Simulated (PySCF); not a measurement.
Gas-phase reaction: 5 H₂CSiH₂ → 5 SiH₂ + C₂H₂ (acetylene) + C₃H₈

Computed with PySCF and rigid-rotor harmonic-oscillator thermochemistry at 1 bar. † marks an energy on the PBE0/def2-TZVP geometry and frequencies; other levels use their own. MP2 and CCSD(T) freeze the core. 6-31G* has spherical d functions here. All species are closed-shell singlets. B3LYP is the form with VWN-RPA correlation. H₂CSiH₂: computed as isolated molecules; such fragments, hydroxides, amides, oligomers or adducts are transient or little studied in the gas. MP2 isn't extrapolated to the basis-set limit. CCSD(T) isn't extrapolated to the basis-set limit.

| level | ΔH°(298 K), kJ |
|---|---|
| B3LYP/6-31G* | 436 |
| BLYP/def2-TZVP† | 486 |
| CCSD(T)/def2-SVP† | (withheld) |
| CCSD(T)/def2-TZVPP† | 483 |
| HF/6-31G* | (withheld) |
| MP2/def2-TZVPP† | 549 |
| PBE/def2-SVP | (withheld) |
| PBE0/def2-SVP† | 504 |
| r2SCAN/def2-TZVP† | 610 |
| LDA/def2-TZVP† | 644 |
| ωB97X-V/def2-TZVP† | (withheld) |

Question: Some entries are withheld; supply them.

Answer: 
- CCSD(T)/def2-SVP†, ΔH°(298 K), kJ: 422
- HF/6-31G*, ΔH°(298 K), kJ: 260
- PBE/def2-SVP, ΔH°(298 K), kJ: 533
- ωB97X-V/def2-TZVP†, ΔH°(298 K), kJ: 493
